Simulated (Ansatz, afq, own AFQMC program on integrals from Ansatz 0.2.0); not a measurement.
# NH4⁺, singlet in 6-31G, levels against full CI

```xyz
5

N     0.0382   -0.0383    0.0386
H     0.6286    0.5540    0.6288
H    -0.5547   -0.6265    0.6303
H    -1.2352    1.2365   -1.2463
H     0.6298   -0.6319   -0.5490
```

Basis 6-31G. Only valence electrons are correlated. Integrals, coupled cluster, full CI and functionals: Ansatz 0.2.0; the random walks run on the same integrals in our own AFQMC program. ph-AFQMC/CISD is guided by a CISD state made of CCSD amplitudes; releasing the constraint for a short imaginary time cuts its bias at the price of noise, slowly where states lie close. Uncertainties: one standard error, sampling alone.

Determinant: UHF, the one that the program's search chose, which needn't be the lowest solution. The geometry is a point of a scan.

Full CI on the same integrals is exact in this basis and with this determinant's frozen core.

Cautions: strong correlation (T1 0.105, weight of the determinant 0.67, largest double 0.37); unrestricted determinant spin contaminated (⟨S²⟩ 0.82 against 0.00); the released energies move by 1.5 errors or more from one time to the next, so no released level is given (meV from the phaseless value at times in 1/Eh: -6 ± 5 at 0.24, -3 ± 5 at 0.51, -11 ± 6 at 0.99, -5 ± 4 at 1.62, -19 ± 6 at 2.40), though the last usable value meets full CI within the noise.

```
T1 diagnostic                               : 0.1047
weight of the determinant in the CISD state : 0.675
⟨S²⟩ of the determinant                     : 0.817
size of the correlated space                : 8 electrons in 16 orbitals
```

Reference: full CI, correlation energy -3.665 eV. The cautions show a poor starting determinant, so the rows tell how each method copes with it here, and full CI is the sure value.

```
        level  E − E(reference) (kJ/mol)  share of correlation (%)
           HF                      353.7                      0.00
          MP2                      102.9                     70.91
         CCSD                       16.7                     95.28
      CCSD(T)                        6.7                     98.09
        CCSDT                        1.6                     99.56
     CCSDT(Q)                       -0.6                    100.18
       CCSDTQ                        0.1                     99.97
ph-AFQMC/CISD                  2.4 ± 0.5                     99.32
```

CCSDT and higher add their correlation energy to the determinant of the CCSD(T) run, since their own runs factorise the integrals more tightly (a shift of under 2 meV). A walk keeps the symmetry of its determinant, which the program's search chose and which needn't be the lowest solution, so a lower state of the same spin and another symmetry isn't excluded.
